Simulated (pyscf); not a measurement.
`[Cl][GeH2]` [doublet] + `[OH2]` → `[OH][GeH2][Cl]` + `[H]` [doublet], a substitution at O (doublet surface; H–O broken, Ge–O formed). PySCF, gas phase, ωB97X-D3(BJ)/def2-SVP geometries. MP2 and CC: frozen core, UHF for open shells. ΔMP2 is the change of the MP2 total energy from the triple- to the quadruple-zeta basis. Energies in eV from the separated reactants.

Small-basis levels: PySCF, no dispersion term, spherical d functions. AM1 to PM7: differences of heats of formation from MOPAC, which are fitted to 298 K values and so differ in kind from electronic energies by zero-point and thermal terms. GFN2-xTB: tblite. Open shells are spin-unrestricted. 

| level | barrier | reaction energy |
|---|---|---|
| HF/STO-3G | 1.70 | +0.39 |
| HF/3-21G | 1.10 | -0.31 |
| HF/6-31G*+LANL2DZ | 2.09 | +0.48 |
| MP2/6-31G*+LANL2DZ | 1.41 | +0.17 |
| B3LYP/6-31G*+LANL2DZ | 1.16 | +0.69 |
| B3LYP/6-311+G**+LANL2DZ | 1.39 | +1.10 |
| B3LYP/def2-SVP | 1.16 | +0.71 |
| GFN2-xTB | 1.39 | 0.00 |
| AM1 | 0.69 | +1.44 |
| CCSD(T)/def2-TZVPP + ΔMP2(QZVPP) | 1.51 | +0.70 |

Against the last row the barrier runs from -0.82 (AM1) to +0.57 eV (HF/6-31G*+LANL2DZ). At AM1 this geometry lies under one side, so the entry may be no barrier of that level: it is a single point on another level's saddle. CCSD(T)/def2-TZVPP + ΔMP2(QZVPP) has limits of its own. On the reactant side the descent ends in a complex, 0.21 eV under the separated species and 1.65 eV under the saddle at ωB97X-D3(BJ)/def2-TZVP. The same reactants have a lower exit, to HO–GeH₂• + HCl (barrier +0.65 eV at ωB97M-D3(BJ)/def2-TZVP, against +1.47 eV here). One saddle was located; it need not be the lowest between these sides. The angle at the attacked O is 148°. The CCSD(T) − MP2 part came from Ansatz, without density fitting, on the same reference. The frozen core leaves the outer d or s,p core shells of the metals and heavy elements correlated in the MP2 and CC values, and def2-TZVPP describes them poorly, which can shift differences by a few kcal/mol. In the def2 sets elements up to Kr have no core potential.
